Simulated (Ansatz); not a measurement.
B(H2O)H3 (BOH5): single points at one geometry.

```yaml
crystal:
  periodic: [false, false, false]
  atoms:
    - {symbol: B, position_ang: [0.065605, -0.109518, -0.711527]}
    - {symbol: O, position_ang: [0.090180, -0.135542, 0.998872]}
    - {symbol: H, position_ang: [-0.826820, -0.132254, 1.305041]}
    - {symbol: H, position_ang: [0.485668, 0.694011, 1.299004]}
    - {symbol: H, position_ang: [1.239143, -0.065833, -0.969201]}
    - {symbol: H, position_ang: [-0.560331, 0.893656, -0.961903]}
    - {symbol: H, position_ang: [-0.493434, -1.144508, -0.960274]}
basis:
  gaussian: {orbitals: def2-TZVP, initial_orbitals: start.molden}
hamiltonian: {xc: {name: wB97M-V}}
scf: {omitted_lower_state_checks: [starts]}
output: {orbitals: {seedname: orbitals}}
```

The file start.molden holds the orbitals of an earlier run on this structure, at another level or in another basis.

```sh
$ ansatz run in.yaml --threads 4 --pin off --events-out ev --progress --plain --max-ram 3916MiB
```

Output, abridged:

```
Functional definition: wB97M-V
540 factors; their error is unknown
178 factors; integrals over basis functions are off by at most 1.5e-5 eV
mean field evaluation 1: about -2803.8314 eV, gradient 7.2e0 eV
mean field evaluation 2: about -2803.8682 eV, gradient 4.4e-2 eV
mean field evaluation 4: about -2803.8671 eV, gradient 8.9e-5 eV
mean field -2803.86708234 eV, -103.0402147465 hartree, gradient 9.7e-6 eV, S^2 0.000000; 0 other end points of the search recorded, 0 dependent functions left out
reference -2803.86712562 eV, -103.0402163372 hartree; 9, 9 occupied and 83, 83 virtual orbitals, 540 factors
Total energy: -2803.86712562 eV, -103.0402163372 hartree
Checks for a lower state left out: starts
```

Run time 1.4 s (4 threads of Arm Neoverse V1 on a shared host).

Geometry: r2SCAN-D4/def2-TZVP.
